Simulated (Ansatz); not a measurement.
A made-up structure of CH4NSi (charge -1), singlet:

```tsv
atom	x (Å)	y (Å)	z (Å)
C1	-0.2908	0.3370	-0.2357
Si2	-1.1811	-0.8717	-1.0076
N3	1.2086	-0.0558	0.6076
H4	-2.3273	-0.5073	-1.7626
H5	-0.3198	1.3826	-0.0640
H6	1.3382	0.3946	1.5033
H7	1.3235	-1.0568	0.7111
```

It is relaxed with PBE-D4/def2-SVPD and then PBE0-D4/def2-TZVPD (Ansatz 0.2.0). Atoms count as bonded within 1.22 times the sum of their covalent radii (H–H: 0.88 Å). The end point is not checked to be a true minimum.

Problem. Does its bonding change? (A judgement: the text doesn't fix the answer.)

Solution. Computed: No: no bond forms or breaks.

Where it ends: The first stage lowers the energy by 1.53 eV in 7 steps. It ends as CH₄NSi ([NH2][CH][SiH]), total charge -1:
```csv
atom,x (Å),y (Å),z (Å)
C1,-0.1349,0.1928,-0.1611
Si2,-1.0843,-1.0918,-0.9263
N3,1.1155,0.0135,0.5226
H4,-2.1525,-0.1591,-1.5450
H5,-0.3994,1.2526,-0.2078
H6,1.0918,0.3941,1.4644
H7,1.3149,-0.9794,0.6052
```

Labels in which every atom is bracketed show which atoms are joined, not bond orders.

For scale, one of the runs: PBE0-D4/def2-TZVPD relaxation, 153 basis functions, launched by `ansatz run in.yaml --threads 2 --pin off --events-out ev --progress --plain --max-ram 4352MiB`. The run took about 20 s on 2 CPU threads of an Arm Neoverse V2 (shared host).
